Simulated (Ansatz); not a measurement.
# SiN₂H (quartet): the correlation ladder, def2-TZVPP

One table from this session's results is given with a row withheld; the runs are named, their logs left out.

Computed with Ansatz 0.2.0, Gaussian basis. Level: def2-TZVPP, core rule «outside noble gas», up to 7 orbitals frozen.

The runs, in order: UHF; ROHF; CCSD(T) on UHF.

2 further runs of the same task are left out: 2 set aside as unsound or not needed.

### What is computed

The geometry is a PBE0/def2-TZVP stationary point (not a proven minimum) of the parent state, kept for this charge and spin.

4 atoms, charge 0, spin multiplicity 4.

Atoms are counted from 1 here; the program's logs count them from 0.

Bond lengths: N1–N2 1.251 Å, N1–H4 1.031 Å, N2–Si3 1.603 Å. Angles: N2–N1–H4 109.6°, N1–N2–Si3 173.5°.

The first run:

The input, in.yaml:

```yaml
crystal:
  periodic: [false, false, false]
  atoms:
    - {symbol: N, position_ang: [0.000005, -0.302572, 0.908543]}
    - {symbol: N, position_ang: [-0.000014, -0.160541, -0.334175]}
    - {symbol: Si, position_ang: [0.000002, -0.160128, -1.936811]}
    - {symbol: H, position_ang: [0.000007, 0.623240, 1.362442]}
basis:
  gaussian: {orbitals: def2-TZVPP}
magnetization: {spin_polarized: true, initial_magnetization: 3}
hamiltonian: {xc: hf}
output: {orbitals: {seedname: orbitals}}
```

The run is started by

```bash
ansatz run in.yaml --threads 1 --pin off --events-out ev --progress --plain --max-ram 2816MiB --backend cpu
```

Steps of the session up to this table: UHF; ROHF; CCSD(T) on UHF.

One table of the session follows, with a row left open; its other results are not shown here.

It belongs to the step «Misses and costs». 

| method | from UCCSD(T) (kJ/mol) |
| --- | --- |
| ROHF | +1320.7 |
| UHF | +1272.2 |
| UMP2 | ? |
| UCCSD | +57.7 |
| UCCSD(T) | 0 |

Estimate the missing values for UMP2.

**Answer.** from UCCSD(T) (kJ/mol): +148.9. In the column «from UCCSD(T) (kJ/mol)» it lies between UCCSD (+57.7) and UHF (+1272.2).
